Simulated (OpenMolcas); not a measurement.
# One shape, several levels: doublet [OF2]+

Aim: a comparison of 6 runs (UHF/STO-3G, UB3LYP/6-31G*, U-revPBE/cc-pVTZ, UBLYP/cc-pVTZ, UM06-2X/cc-pVTZ, UPBE0/cc-pVTZ) of doublet [OF2]+. 

Program for the calculation: OpenMolcas 26.06.

## 1. Starting point

The species is [OF2]+ (3 atoms), meant as a doublet with charge +1. As SMILES of the parent species, `FOF`. The shape is that of a PBE0-D4/def2-TZVP optimisation. That shape belongs to the parent species and isn't relaxed for this state.

Bond lengths: F1–O2 1.381 Å, O2–F3 1.381 Å. Angles: F1–O2–F3 103.9°.

## 2. A single-point energy at UHF/STO-3G (run 1)

Contents of calc.input:

```
>>> EXPORT MOLCAS_PRINT=2

&GATEWAY
  BASLIB=$CurrDir
  COORD
  3
  angstrom
  F        0.953290      -0.339960       0.488270
  O        0.000520       0.563910       0.062040
  F       -0.953810      -0.223960      -0.550310
  BASIS=STO-3G
  GROUP=NoSym

&SEWARD

&SCF
  UHF
  CHARGE=1
  SPIN=2
  THRESHOLDS=1e-10 1e-07 1e-07 1e-05
  PRORBITALS=1 2
```

The basis set STO-3G is read from a file made from the Basis Set Exchange's data (not shown).

The run is started by

```bash
export MOLCAS_MEM=1860
pymolcas calc.input > calc.log
```

Log:

```text
--- Start Module: gateway ---
[...]
--- Stop Module: gateway /rc=_RC_ALL_IS_WELL_ ---
--- Start Module: seward ---
[...]
      Basis functions           15
--- Stop Module: seward /rc=_RC_ALL_IS_WELL_ ---
--- Start Module: scf ---
[...]
       Convergence after  25 Iterations
[...]
::    Total SCF energy                               -269.4497857877
[...]
      Total spin, S                                     0.5852423258
[...]
      Total electronic charge=   25.000000
      Total            charge=    1.000000
[...]
      Dipole Moment (debye):
      Origin of the operator (angstrom)=   -0.0000   -0.0314   -0.0035
                   X=  3.4942E-04               Y=  3.8245E-01               Z=  4.2074E-02           Total=  3.8476E-01
      Center of Charge (angstrom)
[...]
--- Stop Module: scf /rc=_RC_ALL_IS_WELL_ ---
[...]
```

It took 2 s on 1 thread of Arm Neoverse V1, shared host; peak memory 0.37 GiB.

## 3. The energy at UB3LYP/6-31G(d) (Cartesian functions) (run 2)

Contents of job.inp:

```
* F2O Kohn-Sham DFT
>>> EXPORT MOLCAS_PRINT=2

&GATEWAY
  BASLIB=$CurrDir
  COORD
  3
  angstrom
  F        0.953290      -0.339960       0.488270
  O        0.000520       0.563910       0.062040
  F       -0.953810      -0.223960      -0.550310
  BASIS=6-31Gs
  GROUP=NoSym

&SEWARD
  GRIDINPUT
  Grid=UltraFine
  End of Grid

&SCF
  UHF
  CHARGE=1
  SPIN=2
  KSDFT=B3LYP
  THRESHOLDS=1e-10 1e-07 1e-07 1e-05
  PRORBITALS=1 1
```

The basis set 6-31G* is read from a file made from the Basis Set Exchange's data (not shown).

The run is started by

```bash
export MOLCAS_MEM=1860
pymolcas job.inp > job.log
```

Log:

```text
--- Start Module: gateway ---
[...]
--- Stop Module: gateway /rc=_RC_ALL_IS_WELL_ ---
--- Start Module: seward ---
[...]
      Basis functions           45
--- Stop Module: seward /rc=_RC_ALL_IS_WELL_ ---
--- Start Module: scf ---
[...]
       Convergence after  20 Iterations
[...]
::    Total KS-DFT energy                            -274.1766927904
[...]
      Total spin, S                                     0.5016416127
[...]
      Total electronic charge=   25.000000
      Total            charge=    1.000000
[...]
      Dipole Moment (debye):
      Origin of the operator (angstrom)=   -0.0000   -0.0314   -0.0035
                   X=  6.2399E-04               Y=  6.4798E-01               Z=  7.1303E-02           Total=  6.5189E-01
      Center of Charge (angstrom)
[...]
--- Stop Module: scf /rc=_RC_ALL_IS_WELL_ ---
[...]
```

It took 13 s on 1 thread of Arm Neoverse V1, shared host; peak memory 0.38 GiB.

## 4. The energy at U-revPBE/cc-pVTZ (run 3)

Contents of run.input:

```
* F2O Kohn-Sham DFT
>>> EXPORT MOLCAS_PRINT=2
&GATEWAY
BasLib=$CurrDir
Coord
3
angstrom
F        0.953290      -0.339960       0.488270
O        0.000520       0.563910       0.062040
F       -0.953810      -0.223960      -0.550310
Basis=cc-pVTZ
Group=NoSym
&SEWARD
GridInput
Grid=UltraFine
End of Grid
&SCF
UHF
Charge=1
Spin=2
KSDFT=revPBE
Thresholds=1e-10 1e-07 1e-07 1e-05
PrOrbitals=1 1
```

The basis set cc-pVTZ is read from a file made from the Basis Set Exchange's data (not shown).

The run is started by

```bash
export MOLCAS_MEM=1860
pymolcas run.input > run.log
```

Log:

```text
--- Start Module: gateway ---
[...]
--- Stop Module: gateway /rc=_RC_ALL_IS_WELL_ ---
--- Start Module: seward ---
[...]
      Basis functions           90
--- Stop Module: seward /rc=_RC_ALL_IS_WELL_ ---
[...]
--- Start Module: scf ---
[...]
       Convergence after  20 Iterations
[...]
::    Total KS-DFT energy                            -274.2431753781
[...]
      Total spin, S                                     0.5008304171
[...]
      Total electronic charge=   25.000000
      Total            charge=    1.000000
[...]
      Dipole Moment (debye):
      Origin of the operator (angstrom)=   -0.0000   -0.0314   -0.0035
                   X=  6.0623E-04               Y=  6.2624E-01               Z=  6.8913E-02           Total=  6.3003E-01
      Center of Charge (angstrom)
[...]
--- Stop Module: scf /rc=_RC_ALL_IS_WELL_ ---
[...]
```

Wall time 32 s (1 thread of Arm Neoverse V1, shared host); peak memory 0.49 GiB.

Runs 4 to 5 aren't shown in full; the table further down has their settings and results.

## 5. The energy at UPBE0/cc-pVTZ (run 6)

Contents of struct.xyz:

```xyz
3

F      0.953290    -0.339960     0.488270
O      0.000520     0.563910     0.062040
F     -0.953810    -0.223960    -0.550310
```

Contents of mol.input:

```
&GATEWAY
BasLib=$CurrDir
Coord=struct.xyz
Basis=cc-pVTZ
Group=NoSym
&SEWARD
GridInput
Grid=UltraFine
End of Grid
&SCF
UHF
Charge=1
Spin=2
KSDFT=PBE0
Thresholds=1e-10 1e-07 1e-07 1e-05
PrOrbitals=1 2
```

The basis set cc-pVTZ is read from a file made from the Basis Set Exchange's data (not shown).

The run is started by

```bash
export MOLCAS_MEM=1860
pymolcas mol.input > mol.log
```

Log:

```text
--- Start Module: gateway ---
[...]
--- Stop Module: gateway /rc=_RC_ALL_IS_WELL_ ---
--- Start Module: seward ---
[...]
      Basis functions           90
--- Stop Module: seward /rc=_RC_ALL_IS_WELL_ ---
[...]
--- Start Module: scf ---
[...]
       Convergence after  23 Iterations
[...]
::    Total KS-DFT energy                            -274.0209298661
[...]
      Total spin, S                                     0.5022340213
[...]
      Total electronic charge=   25.000000
      Total            charge=    1.000000
[...]
      Dipole Moment (debye):
      Origin of the operator (angstrom)=   -0.0000   -0.0314   -0.0035
                   X=  7.3051E-04               Y=  7.5986E-01               Z=  8.3614E-02           Total=  7.6444E-01
      Center of Charge (angstrom)
[...]
--- Stop Module: scf /rc=_RC_ALL_IS_WELL_ ---
[...]
```

Wall time 37 s (1 thread of Arm Neoverse V1, shared host); peak memory 0.49 GiB.

## 6. The series

| run | level | Cartesian functions | integration grid | energy (Eh) | HOMO energy (eV) | LUMO energy (eV) | ⟨S²⟩ | wall time |
| --- | --- | --- | --- | --- | --- | --- | --- | --- |
| 1 | UHF/STO-3G | no | – | -269.449786 | -25.68 | -7.02 | 0.928 | 2 s |
| 2 | UB3LYP/6-31G* (Cartesian functions) | yes | UltraFine | -274.176693 | -21.39 | -16.87 | 0.753 | 13 s |
| 3 | U-revPBE/cc-pVTZ | no | UltraFine | -274.243175 | -19.17 | -17.49 | 0.752 | 32 s |
| 4 | UBLYP/cc-pVTZ | no | UltraFine | -274.311990 | -19.25 | -17.59 | 0.752 | 33 s |
| 5 | UM06-2X/cc-pVTZ | no | UltraFine | -274.167107 | -24.32 | -15.49 | 0.759 | 53 s |
| 6 | UPBE0/cc-pVTZ | no | UltraFine | -274.020930 | -21.93 | -16.52 | 0.754 | 37 s |

## 7. Results

| quantity | value |
| --- | --- |
| run 6: total energy | -274.02093 Eh |
| run 6: HOMO energy (highest over α and β) | -21.93 eV |
| run 6: LUMO energy (lowest over α and β) | -16.52 eV |
| run 6: ⟨S²⟩ | 0.754 |

In words: Totals of different functionals can't be ranked against each other. In run 1 the basis is minimal, so the values are rough. Spin contamination of the reference: run 1 ⟨S²⟩ = 0.93. All runs together took 2.8 min, the longest 53 s.
